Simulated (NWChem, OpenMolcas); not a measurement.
## The same job for NWChem

This OpenMolcas 26.06 job computes C2H2F4 (norflurane):

coord.xyz:
```
8

F     -0.224600    -1.506500     0.915200
C     -0.211200    -0.737800    -0.211700
C      0.211200     0.674300     0.135500
F      1.434400     0.711300     0.662400
F      0.217100     1.411800    -0.982100
F     -0.624600     1.243600     1.002900
H      0.502000    -1.148600    -0.930100
H     -1.212300    -0.705100    -0.647900
```

mol.input:
```
* C2H2F4 Kohn-Sham DFT

&GATEWAY
 BASLIB
 $CurrDir
 COORD
 coord.xyz
 BASIS
 cc-pVDZ
 GROUP
 NoSym

&SEWARD
 GRIDINPUT
 Grid=UltraFine
 End of Grid

&SCF
 KSDFT
 B3LYP
 THRESHOLDS
 1e-10 1e-07 1e-07 1e-05
 PRORBITALS
 0

&ALASKA
```

```bash
$ export MOLCAS_MEM=1860
$ pymolcas mol.input > mol.log
```

(Basis files named in the input come from the Basis Set Exchange and aren't shown.)

Geometry: relaxed at PBE0-D4/def2-TZVP.

It gives a total energy of -476.801268 Eh.

Translate the job to NWChem 7.3.0 as an input file of the program's own.

For example:

c2h2f4.nw:
```
start c2h2f4
title "C2H2F4 B3LYP"
memory stack 880 mb heap 220 mb global 1100 mb

geometry units angstrom noautosym nocenter noautoz
 F       -0.224600      -1.506500       0.915200
 C       -0.211200      -0.737800      -0.211700
 C        0.211200       0.674300       0.135500
 F        1.434400       0.711300       0.662400
 F        0.217100       1.411800      -0.982100
 F       -0.624600       1.243600       1.002900
 H        0.502000      -1.148600      -0.930100
 H       -1.212300      -0.705100      -0.647900
end

basis spherical bse
 * library cc-pVDZ
end

dft
 xc b3lyp
 mult 1
 grid fine
 convergence energy 1e-08
 iterations 100
 mulliken
 noprint "final vectors analysis"
end

task dft gradient
```

```bash
$ nwchem c2h2f4.nw > c2h2f4.out
```

Its energy is -476.801268 Eh, 0.000 mEh from the first.
